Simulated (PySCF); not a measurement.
Homolysis of single bonds, series Si Cl-H. Gas-phase values, no solvent. Strings in code marks are SMILES.

Calculation: PBE-D3(BJ)/def2-TZVP // B3LYP-D3(BJ)/def2-TZVP run with PySCF. 

```
species                              dipole moment (D)
-----------------------------------  -----------------
whole molecule (`Cl[Si](Cl)(Cl)Cl`)               0.00
radical fragment (`Cl[Si](Cl)Cl`)                 0.49
whole molecule (`[SiH](Cl)(Cl)Cl`)                0.74
radical fragment (`[SiH](Cl)Cl`)                   ___
whole molecule (`[SiH2](Cl)Cl`)                    ___
radical fragment (`[SiH2]Cl`)                     1.06
whole molecule (`[SiH3]Cl`)                       1.23
radical fragment (`[SiH3]`)                       0.03
whole molecule (`[SiH4]`)                         0.00
```

What belongs in the gaps?


- radical fragment (`[SiH](Cl)Cl`), dipole moment (D): 0.95
- whole molecule (`[SiH2](Cl)Cl`), dipole moment (D): 1.11
